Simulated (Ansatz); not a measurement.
A nudged elastic band was laid between two geometries of CH6AlN (9 atoms, charge 0, multiplicity 1).

Computed with RKS PBE0/def2-SVP in Ansatz.

```yaml
movable_images: 7
climbing_image: yes
spring: 5.0 eV/Å²
optimiser: quadratic models (default)
start_path: through a guess of the saddle point
force_threshold: 0.05 eV/Å
iteration_limit: 60
end_points: relaxed
```

Image 0:

```xyz
9
Properties=species:S:1:pos:R:3
Al 0.481 0.185 -0.113
C 0.945 -0.108 1.764
H 0.083 -0.410 2.381
H 1.717 -0.890 1.866
H 1.369 0.806 2.213
H 1.542 0.615 -1.219
N -1.191 -0.021 -0.675
H -1.982 -0.288 -0.099
H -1.499 0.111 -1.632
```

Image 8:

```xyz
9
Properties=species:S:1:pos:R:3
Al -1.213 0.777 -2.396
C 1.480 -0.042 1.644
H 0.684 0.014 0.889
H 1.314 -0.909 2.298
H 1.480 0.875 2.249
H 2.453 -0.145 1.144
N -1.503 -0.013 -0.797
H -1.362 -0.999 -0.583
H -1.868 0.442 0.038
```

Question: Which bonds break or form, and what moves?

Answer: Bonds broken: Al1–C2, Al1–H6. Bonds formed: C2–H6. CH6AlN becomes AlH2N + CH4.

Question: Give the energies along the band, and the barrier.

Answer: The forces met the threshold. The highest image is number 2 of 0 to 8, 3.36 eV above the first end and 2.51 eV above the last; the last end lies 0.85 eV above the first. Neighbouring images differ by up to 3.3 eV, so the band resolves the path poorly. A vibrational analysis at the climbing image gives one clearly imaginary mode, 1339i cm⁻¹: a first-order saddle point. The orbitals stay closed-shell, which can raise the energy where a bond breaks towards radicals; this wasn't checked here.

```csv
image,path coordinate (Å),energy (eV),Al1–C2 (Å),Al1–H6 (Å),C2–H6 (Å)
0,0.00,0.00,1.96,1.59,3.13
1,1.62,0.04,1.95,1.58,3.08
2,3.24,3.36,2.22,1.58,1.72
3,4.19,1.07,2.94,2.21,1.12
4,5.14,0.89,3.75,3.13,1.10
5,6.08,0.89,4.02,3.55,1.10
6,7.03,0.87,4.30,4.09,1.10
7,7.98,0.85,4.70,4.76,1.10
8,8.93,0.85,4.92,5.18,1.10
```

Question: What is the geometry of the highest image?

Answer: 
```xyz
9
Properties=species:S:1:pos:R:3
Al 0.453 0.564 -0.625
C 0.961 -0.013 1.458
H 0.119 0.463 1.992
H 0.826 -1.107 1.384
H 1.888 0.190 2.013
H 1.772 0.838 0.197
N -1.167 -0.155 -0.641
H -1.591 -0.647 0.140
H -1.798 -0.132 -1.433
```

Time of the run: 7.8 min on 1 thread of Arm Neoverse V1 (shared host), peak memory 0.16 GiB.
